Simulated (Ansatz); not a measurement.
**Smallest direct gap on the k points sampled of Na3Sb (P6₃/mmc, No. 194) at several levels of theory**

No measured value is used here.

| level (code) | value (eV) |
|---|---|
| LDA (Ansatz) | 0.32 |
| PBEsol (Ansatz) | 0.39 |
| HSE06 (Ansatz) | 0.97 |
| PBE0 (Ansatz) | 1.51 |
| G0W0@PBEsol (Ansatz) | 0.93 ± 0.05 |

Computed values are for a static lattice. Levels without +SOC have no spin–orbit coupling; where heavier elements are present it shifts gaps, mostly down, and can invert bands.  A ± on a computed value is a rough bar: the spread of its extrapolation, a floor set from checks against published values, or a statistical error. G0W0@PBEsol: a quasiparticle level at a band edge is in doubt. Values are at the measured cell. Cutoffs differ between the levels. Ansatz's density-functional and Hartree–Fock values are scalar-relativistic unless marked +SOC, with PAW data made under PBE.

Ansatz is a quantum-chemistry and plane-wave program.
